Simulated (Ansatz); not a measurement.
# One shape, several levels: [HO2]− (SMILES [O-]O)

We compute a comparison of 6 runs (UHF/STO-3G, CAM-B3LYP/STO-3G, HSE06/STO-3G, UPBE/STO-3G, wB97X/STO-3G, UCCSD(T)/STO-3G) of [HO2]−. 

The results are computed with Ansatz 0.2.0.

8 further runs of the same task are left out: 8 that didn't finish.

**1. The molecule**

[HO2]− has 3 atoms, charge -1, and is taken as a singlet. As SMILES, `[O-]O`. The O2–O1 distance was set to 1.822 Å, away from the relaxed value.

Bond lengths: O2–H3 0.963 Å. A long bond or contact: O1–O2 1.822 Å.

**2. A single-point energy at UHF/STO-3G (run 1)**

run.yaml reads:

```yaml
crystal:
  periodic: [false, false, false]
  atoms:
    - {symbol: O, position_ang: [-0.382684, 1.375706, -0.055663]}
    - {symbol: O, position_ang: [-0.244450, -0.436620, -0.180910]}
    - {symbol: H, position_ang: [0.599490, -0.576670, 0.261620]}
basis:
  gaussian: {orbitals: STO-3G}
magnetization: {spin_polarized: true, initial_magnetization: 0}
hamiltonian: {xc: hf}
accuracy: high
total_charge: -1
```

Run with:

```console
$ ansatz run run.yaml --threads 1 --pin off --max-ram 2610MiB --events-out events.jsonl --progress --plain --runs-dir runs
```

The log of the run:

```text
Warning: RAYON_NUM_THREADS=1 ignored (pool sized by the plan → 1); use --threads N
Functional definition: HF
  name "HF"
  exchange = exact_x
  correlation = 0
168 factors; integrals over basis functions are off by at most 5.5e-8 eV
mean field evaluation 1: about -4020.2058 eV, gradient 1.7e1 eV
mean field evaluation 2: about -4020.2628 eV, gradient 1.7e1 eV
mean field evaluation 4: about -4023.7717 eV, gradient 1.4e0 eV
mean field evaluation 8: about -4023.7943 eV, gradient 6.2e-4 eV
mean field evaluation 16: about -4023.8285 eV, gradient 1.0e0 eV
mean field evaluation 32: about -4024.0091 eV, gradient 1.4e-8 eV
mean field evaluation 64: about -4023.9939 eV, gradient 6.7e-2 eV
mean field evaluation 96: about -4023.9626 eV, gradient 5.7e-1 eV
mean field evaluation 128: about -4024.0049 eV, gradient 4.3e-2 eV
mean field evaluation 160: about -4023.9825 eV, gradient 2.2e-1 eV
mean field evaluation 192: about -4023.4845 eV, gradient 5.1e-1 eV
mean field evaluation 224: about -4023.9845 eV, gradient 2.9e-1 eV
mean field evaluation 256: about -4022.5185 eV, gradient 7.9e0 eV
mean field -4024.00912282 eV, -147.8796076924 hartree, gradient 3.4e-8 eV, S^2 0.532303; 8 other end points of the search recorded, 0 dependent functions left out
reference -4024.00912282 eV, -147.8796076924 hartree; 9, 9 occupied and 2, 2 virtual orbitals, 168 factors
Total energy: -4024.00912282 eV, -147.8796076924 hartree
```

Wall time 0.18 s (1 thread of Arm Neoverse V1, shared host).

**3. A single-point energy at CAM-B3LYP/STO-3G (run 2)**

in.yaml reads:

```yaml
crystal:
  periodic: [false, false, false]
  atoms:
    - {symbol: O, position_ang: [-0.382684, 1.375706, -0.055663]}
    - {symbol: O, position_ang: [-0.244450, -0.436620, -0.180910]}
    - {symbol: H, position_ang: [0.599490, -0.576670, 0.261620]}
basis:
  gaussian: {orbitals: STO-3G}
accuracy: high
total_charge: -1
hamiltonian: {xc: {name: CAM-B3LYP}}
```

Run with:

```console
$ ansatz run in.yaml --threads 1 --pin off --max-ram 2610MiB --events-out events.jsonl --progress --plain --runs-dir runs
```

The log of the run:

```text
Warning: RAYON_NUM_THREADS=1 ignored (pool sized by the plan → 1); use --threads N
Functional definition: CAM-B3LYP
  name "CAM-B3LYP"
  parameter alpha = 0.19
  parameter beta = 0.46
  parameter omega = 0.33/bohr
  parameter ac = 0.81
  exchange = (1 - alpha - beta)*b88_x + beta*b88_x_sr(omega) + alpha*exact_x + beta*exact_x_lr(omega)
  correlation = (1 - ac)*vwn5_c + ac*lyp_c
168 factors; integrals over basis functions are off by at most 5.5e-8 eV
99 factors; integrals over basis functions are off by at most 8.1e-10 eV
mean field evaluation 1: about -4037.8872 eV, gradient 2.6e1 eV
mean field evaluation 2: about -4038.7234 eV, gradient 2.0e1 eV
mean field evaluation 4: about -4040.6569 eV, gradient 3.0e-1 eV
mean field evaluation 8: about -4040.6527 eV, gradient 1.2e-2 eV
mean field evaluation 16: about -4040.6527 eV, gradient 1.7e-7 eV
mean field -4040.65270538 eV, -148.4912480700 hartree, gradient 5.2e-9 eV, S^2 0.000000; 0 other end points of the search recorded, 0 dependent functions left out
reference -4040.65271365 eV, -148.4912483737 hartree; 9, 9 occupied and 2, 2 virtual orbitals, 168 factors
Total energy: -4040.65271365 eV, -148.4912483737 hartree
```

Run time: 0.56 s. Hardware: 1 thread of Arm Neoverse V1, shared host.

Runs 3 to 5 aren't shown in full; the table further down has their settings and results.

**4. A single-point energy at UCCSD(T)/STO-3G (run 6)**

job.yaml reads:

```yaml
crystal:
  periodic: [false, false, false]
  atoms:
    - {symbol: O, position_ang: [-0.382684, 1.375706, -0.055663]}
    - {symbol: O, position_ang: [-0.244450, -0.436620, -0.180910]}
    - {symbol: H, position_ang: [0.599490, -0.576670, 0.261620]}
basis:
  gaussian: {orbitals: STO-3G}
total_charge: -1
magnetization: {spin_polarized: true, initial_magnetization: 0}
correlation: {method: ccsd_t, frozen_orbitals: {H: 0, O: 1}}
accuracy: high
scf: {omitted_lower_state_checks: [cluster_reference, increment]}
```

Run with:

```console
$ ansatz run job.yaml --threads 1 --pin off --max-ram 2610MiB --events-out events.jsonl --progress --plain --runs-dir runs
```

The log of the run:

```text
Warning: RAYON_NUM_THREADS=1 ignored (pool sized by the plan → 1); use --threads N
[... 19 lines left out ...]
2 core orbitals not correlated: weight in the atoms' cores, before any rotation towards them, 1.000 or more for the frozen orbitals, at most 0.000 for the correlated occupied ones
[... 59 lines left out ...]
WARN: these amplitudes may be one of several solutions (largest doubles amplitude 0.16, level shift 0.62 eV)
Total energy: -4026.06450091 eV, -147.9551414440 hartree
Checks for a lower state left out: cluster_reference, increment
```

Wall time 0.42 s (1 thread of Arm Neoverse V1, shared host).

**5. All runs side by side**

| run | level | frozen core orbitals | energy (Eh) | wall time |
| --- | --- | --- | --- | --- |
| 1 | UHF/STO-3G | – | -147.879608 | 0.18 s |
| 2 | CAM-B3LYP/STO-3G | – | -148.491248 | 0.56 s |
| 3 | HSE06/STO-3G | – | -148.413834 | 0.56 s |
| 4 | UPBE/STO-3G | – | -148.402890 | 3.9 s |
| 5 | wB97X/STO-3G | – | -148.537121 | 1.9 s |
| 6 | UCCSD(T)/STO-3G | 2 | -147.955141 | 0.42 s |

**6. Outcome**

```
                                          quantity          value
                               run 6: total energy  -147.95514 Eh
run 6: correlation energy (2 core orbitals frozen)      -75.5 mEh
                             run 6: (T) correction      -1.52 mEh
          run 6: ⟨S²⟩ of the reference determinant          0.532
                              run 6: T1 diagnostic          0.109
```

Totals of different functionals can't be ranked against each other. In runs 1, 2, 3, 4, 5, 6 the basis is minimal, so the values are rough. Spin contamination of the reference: run 1 ⟨S²⟩ = 0.53, run 6 ⟨S²⟩ = 0.53, run 4 ⟨S²⟩ = 0.40. All runs together took 7.5 s, the longest 3.9 s.
